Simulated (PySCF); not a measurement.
# FHO: calculation and literature

Atoms are numbered as in `[OH:1][F:2]`. Each H is labelled by its parent atom.

[PySCF 2.14.0 with density-fitted response routines: NMR shieldings at PBE0/pcSseg-1/GIAO; geometry from GFN2-xTB; non-relativistic; a single conformation; no solvent]

Reference values: measured (gas or nonpolar solvent (not told per row); T. W. Keal, PhD thesis, Durham 2005).
```
atoms          quantity  reference  computed
H(O1)  δ $^{1}$H vs CH4      12.10      9.64
```

Reference values: CCSD(T)/aug-cc-pCV[TQ]Z extrapolated (gas (isolated, no vibration); Teale, Lutnaes, Helgaker, Tozer, Gauss, JCP 2013, 138, 024111, as tabulated in M. Glasbrenner, PhD thesis, LMU Munich (SI Table 24)).
| atoms | quantity | reference | computed |
| --- | --- | --- | --- |
| F2 | σ $^{19}$F | 192.2 | 224.7 |
| H(O1) | σ $^{1}$H | 19.60 | 21.84 |
| O1 | σ $^{17}$O | -68.9 | -48.4 |

Reference values: CCSD(T)/13s9p4d3f (gas (isolated, no vibration); M. E. Harding, PhD thesis, Mainz 2008 (Harding, Lenhart, Auer, Gauss, JCP 2008, 128, 244111)).
```json
{"atoms": "F2", "quantity": "σ $^{19}$F", "reference": "188.5", "computed": "224.7"}
```

Reference values: CCSD(T)/13s9p4d3f + vibration and temperature (MP2) (gas, 300 K; M. E. Harding, PhD thesis, Mainz 2008 (Harding, Lenhart, Auer, Gauss, JCP 2008, 128, 244111)).
| atoms | quantity | reference | computed |
| --- | --- | --- | --- |
| F2 | σ $^{19}$F | 168.9 | 224.7 |

Reference values: CCSD(T)/cc-pCVQZ (gas (isolated, no vibration); M. Glasbrenner, PhD thesis, LMU Munich (RPA NMR shieldings paper, SI)).
```tsv
atoms	quantity	reference	computed
F2	σ $^{19}$F	189.1	224.7
H(O1)	σ $^{1}$H	20.00	21.84
O1	σ $^{17}$O	-61.8	-48.4
```

Absolute shieldings are compared as such; zero-point and thermal motion, absent here, lowers them by some tenths of a ppm for H, a few ppm for C and up to about 10 ppm for F.

Computed shifts are σ(ref) − σ with the named reference compound (TMS for H and C) calculated as an isolated molecule at the same level. The measured values may be among those fitted. Expected solution values come from regression of measured δ (H and C: mostly CDCl3, vs TMS) on computed σ: $^{1}$H (scatter 0.17 ppm rms, 0.18 ppm with the 4 outliers that the fit left out). A few per cent of atoms miss by over 2 rms, more outside the fitted compound classes. Hydrogens on heteroatoms aren't scaled, only referred to computed TMS.

**Question.** How far are the unscaled $^{19}$F shieldings from the references?

**Answer.** Mean signed difference +40.02 ppm, mean absolute 40.02 ppm over 4 comparisons; the largest is +55.8 ppm at F2 (fluorine bonded to O).

**Question.** How far are the unscaled $^{1}$H shieldings from the references (OH and NH left out)?

**Answer.** Mean signed difference +2.04 ppm, mean absolute 2.04 ppm over 2 comparisons; the largest is +2.24 ppm at H(O1) (hydrogen on an oxygen bonded to F).

**Question.** How far are the unscaled $^{17}$O shieldings from the references?

**Answer.** Mean signed difference +16.95 ppm, mean absolute 16.95 ppm over 2 comparisons; the largest is +20.5 ppm at O1 (oxygen bonded to F, H).

9 of the 29 published NMR values on file for this molecule are compared. The rest: other calculations.

OH and NH positions are those of a molecule without intermolecular hydrogen bonds; in solution they move with solvent, concentration and temperature, and exchange usually removes their couplings.
